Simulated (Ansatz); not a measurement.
Results of rVV10 (plane waves, PAW; Ansatz, a program for electronic structure) for 2H MoSe2.

Rigid layers of the crystal as relaxed at this level are moved apart or together:

```json
[
 {"run": "1", "k mesh": "12×12×4", "layer repeat (Å)": "6.165", "energy against free layers (meV/Å²)": "-22.07", "gap on the mesh (eV)": "0.540"},
 {"run": "2", "k mesh": "12×12×4", "layer repeat (Å)": "6.315", "energy against free layers (meV/Å²)": "-26.43", "gap on the mesh (eV)": "0.647"},
 {"run": "3", "k mesh": "12×12×4", "layer repeat (Å)": "6.465", "energy against free layers (meV/Å²)": "-28.29", "gap on the mesh (eV)": "0.748"},
 {"run": "4", "k mesh": "12×12×4", "layer repeat (Å)": "6.665", "energy against free layers (meV/Å²)": "-28.31", "gap on the mesh (eV)": "0.873"},
 {"run": "5", "k mesh": "12×12×4", "layer repeat (Å)": "6.965", "energy against free layers (meV/Å²)": "-25.60", "gap on the mesh (eV)": "1.038"},
 {"run": "6", "k mesh": "12×12×4", "layer repeat (Å)": "7.465", "energy against free layers (meV/Å²)": "-19.13", "gap on the mesh (eV)": "1.264"},
 {"run": "7", "k mesh": "12×12×2", "layer repeat (Å)": "8.465", "energy against free layers (meV/Å²)": "-9.48", "gap on the mesh (eV)": "1.381"},
 {"run": "8", "k mesh": "12×12×2", "layer repeat (Å)": "10.465", "energy against free layers (meV/Å²)": "-2.82", "gap on the mesh (eV)": "1.386"}
]
```

The lowest energy of these points lies at a layer repeat of 6.67 Å.

Spin–orbit coupling is not included.
